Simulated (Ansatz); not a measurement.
Results of PBE0 (Ansatz, an electronic-structure program, plane waves, PAW) for bcc K.

Settings: plane-wave cutoff 460 eV, 10×10×10 k mesh, Fermi–Dirac smearing 0.05 eV, scalar-relativistic PAW data made under PBE.

Pressure at four volumes; x = ln(V/75.785 Å³). One pressure is withheld.

| V (Å³/atom) | x | P (GPa) |
|---|---|---|
| 72.375 | -0.0460 | ? |
| 74.094 | -0.0226 | 0.092 |
| 75.785 | 0.0000 | 0.009 |
| 79.794 | 0.0515 | -0.154 |

Q: Pass a parabola P(x) through the three rows shown, estimate the bulk modulus and its pressure derivative near zero pressure, and predict the withheld pressure.

A: Slopes between the rows: (0.009 − (0.092))/(0.0000 − (-0.0226)) = -3.67 and (-0.154 − (0.009))/(0.0515 − (0.0000)) = -3.17 GPa. Their difference over the span 0.0741 is c = 0.50/0.0741 = 6.7 GPa, so P(x) = 0.092 + (-3.67)(x − (-0.0226)) + 6.7 (x − (-0.0226))(x − (0.0000)). At the middle row B = −dP/dx = −[-3.67 + 6.7 × 0.0226] = 3.5 GPa, and B′ = dB/dP = 2c/B = 3.8. At x = -0.0460 the parabola gives 0.185 GPa; the run gives 0.185 GPa. The Birch–Murnaghan fit to the energies at all volumes has B0 = 3.5 GPa and B′ = 3.7.

Measured, for comparison: bulk modulus 3.8 GPa (corrected for temperature and zero-point phonon effects; as tabulated in Levämäki et al. (2014), arXiv:1402.3671). Computed less measured: bulk modulus -8 %.
